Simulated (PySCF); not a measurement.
# SiH + Cl₂ → SiCl + HCl

Level: B3LYP in the def2-SVP basis family, all electrons, no relativity, computed in PySCF with density fitting; open shells unrestricted.

| species | state and structure | ZPE (kJ/mol) | H(298 K) − H(0) (kJ/mol) | S° (J/(mol K)) |
| --- | --- | --- | --- | --- |
| SiH | doublet, C∞v, Si–H 1.541 Å | 12.0 | 8.7 | 192.7 |
| Cl₂ | singlet, D∞h, Cl–Cl 2.056 Å | 3.0 | 9.3 | 223.8 |
| SiCl | doublet, C∞v, Si–Cl 2.098 Å | 3.1 | 9.2 | 233.1 |
| HCl | singlet, C∞v, H–Cl 1.290 Å | 17.7 | 8.7 | 186.8 |

(1) Is the gas-phase reaction uphill or downhill in electronic energy at this level, and by how much?

(2) Add zero-point, thermal and entropy terms for 298.15 K and 1 bar.

Answers

(1) At B3LYP/def2-SVP, ΔE = -315.6 kJ/mol, downhill. 

(2) ΔZPE = 5.8 and Δ[H(298) − H(0)] = -0.1 kJ/mol give ΔH° = -309.9 kJ/mol. ΔS° = 3.4 J/(mol K), so ΔG° = -309.9 − 298.15 × (0.0034) = -311 kJ/mol.

The entropy of SiH, SiCl lacks the orbital degeneracy of a ²Π state, up to R ln 2. The structures come from searches over a few start shapes, so lower isomers are not excluded.
